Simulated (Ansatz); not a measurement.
A calculation with Ansatz (development build ahead of 0.2.0).

```yaml
crystal:
  periodic: [false, false, false]
  atoms:
    - { symbol: B, position_ang: [0.01509, -0.01406, 0.00643] }
    - { symbol: H, position_ang: [-0.52507, -0.75592, -0.76315] }
    - { symbol: H, position_ang: [0.79573, 0.80096, -0.39552] }
    - { symbol: H, position_ang: [-0.22645, -0.08568, 1.17723] }
basis:
  gaussian: { orbitals: def2-SVP }
total_charge: 1
magnetization:
  spin_polarized: true
  initial_magnetization: 1
hamiltonian:
  xc: hf
correlation:
  method: mp2
  frozen_orbitals: { B: 1, H: 0 }
output:
  forces: true
```

The input is written out in the form of the current development build from the run's settings.

Results

- Converged: yes
- Reference energy: -25.91377 hartree
- Correlation energy: -0.06778 hartree
- Total energy: -25.98156 hartree
- Spin squared of the determinant: 0.765
- Stability test: minimum

Forces (eV/Å):
| atom | Fx | Fy | Fz |
| --- | --- | --- | --- |
| B1 | -4.025 | -4.178 | 2.173 |
| H2 | 0.635 | 0.440 | -1.610 |
| H3 | 2.402 | 2.501 | -1.274 |
| H4 | 0.988 | 1.237 | 0.711 |

Caution: MP2 on this radical cation hangs on the determinant chosen; the determinant breaks the point group.
